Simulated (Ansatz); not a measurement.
Reaction: C2H3N (SMILES C[N+]#[C-]) → CH3 (SMILES [CH3], doublet) + CN (SMILES [N+]#[C-], doublet) (the C-N bond breaks)
Each species at its own B3LYP-D3(BJ)/def2-TZVP minimum (Ansatz, an electronic-structure program).

Total energies in hartree (Ansatz). Open shells are spin-unrestricted; no spin-orbit coupling. Correlated methods leave the cores frozen. No relativity. The UHF reference of CN ([C-]#[N+], doublet) is spin-contaminated (<S^2> up to 0.37 over the pure value in the sets run).

| species | HF/cc-pVTZ | CCSD(T)/cc-pVTZ | HF/cc-pVQZ | CCSD(T)/cc-pVQZ | CCSDT(Q)/cc-pVTZ |
|---|---|---|---|---|---|
| 1: C2H3N (SMILES C[N+]#[C-]) | -131.94224 | -132.48885 | -131.95127 | -132.52698 | -132.49053 |
| 2: CH3 (SMILES [CH3], doublet) | -39.57748 | -39.76098 | -39.58026 | -39.77245 | -39.76156 |
| 3: CN (SMILES [C-]#[N+], doublet) | -92.23520 | -92.56541 | -92.24165 | -92.58980 | -92.56991 |

Question: Work out the bond dissociation energy (electronic) in kJ/mol: take Hartree-Fock from cc-pVQZ, extrapolate the CCSD(T) correlation energy as X^-3 (X = 3, 4), and add CCSDT(Q) - CCSD(T) in cc-pVTZ. 1 hartree = 2625.5 kJ/mol.

Answer: 
Species 1: correlation (64·(-0.57571) - 27·(-0.54661))/37 = -0.59695; step -0.00168; E1 = -131.95127 + (-0.59695) + (-0.00168) = -132.54990
Species 2: correlation (64·(-0.19219) - 27·(-0.18350))/37 = -0.19853; step -0.00058; E2 = -39.58026 + (-0.19853) + (-0.00058) = -39.77937
Species 3: correlation (64·(-0.34815) - 27·(-0.33021))/37 = -0.36124; step -0.00450; E3 = -92.24165 + (-0.36124) + (-0.00450) = -92.60739
-1·E1 +1·E2 +1·E3 = 0.16314 hartree = 428.3 kJ/mol.
